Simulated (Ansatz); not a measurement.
A run of Ansatz (development build ahead of 0.2.0) on doublet C2H5O at this shape:

```tsv
atom	x (Å)	y (Å)	z (Å)
C	1.0264	-0.5541	0.0152
C	-0.0110	0.6166	-0.0006
O	-1.2387	0.0011	0.0211
H	0.1298	1.2278	0.9049
H	0.1268	1.1946	-0.9163
H	2.0430	-0.1816	-0.0058
H	0.8811	-1.1837	0.9155
H	0.8880	-1.1634	-0.8869
```

Its results:

```
Converged                       : yes
Reference energy                : -153.51659 hartree
Correlation energy              : -0.54177 hartree
Total energy                    : -154.05836 hartree
Spin squared of the determinant : 0.760
Stability test                  : minimum
```

Forces (eV/Å):
```
atom      Fx      Fy      Fz
  C1  -0.651  -0.300   0.064
  C2   0.505  -0.485   0.356
  O3  -0.081  -0.063  -0.028
  H4   0.059  -0.049  -0.342
  H5   0.073   0.118   0.079
  H6   0.055   0.261   0.119
  H7   0.083   0.420  -0.611
  H8  -0.043   0.098   0.363
```

Q: Which input gives this output? Name the method, the orbitals and the basis set, and write the input.

A: UHF-MP2 in cc-pVTZ.

```yaml
crystal:
  periodic: [false, false, false]
  atoms:
    - { symbol: C, position_ang: [1.0264, -0.55405, 0.01515] }
    - { symbol: C, position_ang: [-0.01097, 0.61661, -0.00056] }
    - { symbol: O, position_ang: [-1.23872, 0.00112, 0.02108] }
    - { symbol: H, position_ang: [0.12984, 1.22784, 0.90494] }
    - { symbol: H, position_ang: [0.12677, 1.19459, -0.91629] }
    - { symbol: H, position_ang: [2.04302, -0.1816, -0.00583] }
    - { symbol: H, position_ang: [0.88108, -1.18368, 0.9155] }
    - { symbol: H, position_ang: [0.88801, -1.16338, -0.88694] }
basis:
  gaussian: { orbitals: cc-pVTZ }
magnetization:
  spin_polarized: true
  initial_magnetization: 1
hamiltonian:
  xc: hf
correlation:
  method: mp2
  frozen_orbitals: { C: 1, H: 0, O: 1 }
output:
  forces: true
```
